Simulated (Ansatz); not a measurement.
# CHMg (doublet): the correlation ladder at distance Mg2–H3 = 2.287 Å, 6-31G

Aim: climb from Hartree-Fock through coupled cluster and multireference methods for CHMg (doublet) at one geometry and basis, and see what each rung misses.

Computed with Ansatz 0.2.0, Gaussian basis. Level: 6-31G, core rule «outside noble gas», up to 6 orbitals frozen.

Plan: UHF; CCSD(T) on ROHF; CCSD(T) on UHF; BCCD(T) on ROHF; CISD as a restricted active space (open shells left free, so some higher excitations enter); CCSDT(Q) on ROHF; CCSDT(Q) on UHF; CISDTQ; CCSDTQ on ROHF; CCSDTQ on UHF; CASSCF and MRCISD+Q, 3 electrons in 3 orbitals; CASSCF and NEVPT2, 3 electrons in 3 orbitals; CASSCF and MRCISD+Q, 7 electrons in 9 orbitals; CASSCF and NEVPT2, 7 electrons in 9 orbitals; Full CI.

18 further runs of the same task are left out: 5 for a known fault of the program, 10 that didn't finish, 3 set aside as unsound or not needed. Runs told in other sessions of the task aren't counted.

## Step 1: The system

The geometry derives from a PBE0/def2-TZVP stationary point (not a proven minimum). One bond is set to the value named and the two fragments are kept rigid.

3 atoms, charge 0, spin multiplicity 2.

Atoms are counted from 1 here; the program's logs count them from 0.

Bond lengths: C1–Mg2 2.097 Å.

As a file:

```
C     0.00000    0.00000   -2.16028
Mg    0.00000    0.00000   -0.06336
H     0.00000    0.00000    2.22364
```

## Step 2: UHF

in.yaml reads:

```yaml
crystal:
  periodic: [false, false, false]
  atoms:
    - {symbol: C, position_ang: [0.000000, 0.000000, -2.160281]}
    - {symbol: Mg, position_ang: [0.000000, 0.000000, -0.063360]}
    - {symbol: H, position_ang: [0.000000, 0.000000, 2.223640]}
basis:
  gaussian: {orbitals: 6-31G}
magnetization: {spin_polarized: true, initial_magnetization: 1}
hamiltonian: {xc: hf}
output: {orbitals: {seedname: orbitals}}
```

Run with:

```sh
ansatz run in.yaml --threads 1 --pin off --events-out ev --progress --plain --max-ram 2393MiB
```

Further steps of the session: CCSD(T) on ROHF; CCSD(T) on UHF; BCCD(T) on ROHF; CISD as a restricted active space (open shells left free, so some higher excitations enter); CCSDT(Q) on ROHF; CCSDT(Q) on UHF; CISDTQ; CCSDTQ on ROHF; CCSDTQ on UHF; CASSCF and MRCISD+Q, 3 electrons in 3 orbitals; CASSCF and NEVPT2, 3 electrons in 3 orbitals; CASSCF and MRCISD+Q, 7 electrons in 9 orbitals; CASSCF and NEVPT2, 7 electrons in 9 orbitals; Full CI.

Before running them: what should the planned runs give, taken together? Wanted: FCI from the RHF energy; RMP2 from FCI; UMP2 from FCI; RCCSD from FCI; RCCSD(T) from FCI; UCCSD(T) from FCI; RCCSDT(Q) from FCI; UCCSDT(Q) from FCI; NEVPT2 pair from FCI.

**Answer**, as computed:

| quantity | value |
| --- | --- |
| FCI from the ROHF energy | -2.7453 eV |
| RMP2 from FCI | +22.22 kcal/mol |
| UMP2 from FCI | +12.94 kcal/mol |
| RCCSD from FCI | +2.53 kcal/mol |
| RCCSD(T) from FCI | +0.97 kcal/mol |
| UCCSD(T) from FCI | -29.92 kcal/mol |
| RCCSDT(Q) from FCI | +0.07 kcal/mol |
| UCCSDT(Q) from FCI | +0.03 kcal/mol |
| NEVPT2 pair from FCI | +16.95 kcal/mol |
| NEVPT2 valence from FCI | +4.29 kcal/mol |
| MRCISD+Q valence from FCI | +0.28 kcal/mol |
| levels within 1 kcal/mol (43 meV) | RCCSD(T), BCCD(T), RCCSDT, UCCSDT, CISDTQ, RCCSDT(Q), UCCSDT(Q), RCCSDTQ, UCCSDTQ, MRCISD valence, MRCISD+Q valence |
| T1 diagnostic | 0.030 |
| effectively unpaired electrons | 1.19 |

What this shows: RCCSD(T) lands +0.97 kcal/mol from the yardstick (1.5 % of the correlation energy). CCSD(T) misses by +0.97 kcal/mol on the restricted determinant and by -29.92 kcal/mol on the unrestricted one; the two need not hold the same state or core. UCCSD, UCCSD(T) fall below full CI: unrestricted runs freeze a spin-polarised core, another one than full CI's, and coupled cluster isn't variational. One determinant dominates. Of the multireference levels listed MRCISD+Q valence comes nearest in total energy (+0.28 kcal/mol), which doesn't show that its space is the better one. These misses are within one basis, not against nature; the frozen cores of restricted and unrestricted runs differ, which can shift their rows.

Levels on UHF freeze UHF's core orbitals, full CI those of ROHF, so the U rows can settle a little off it for that reason alone.

With open shells the CI space here admits some higher excitations, so it is larger than plain CISD.
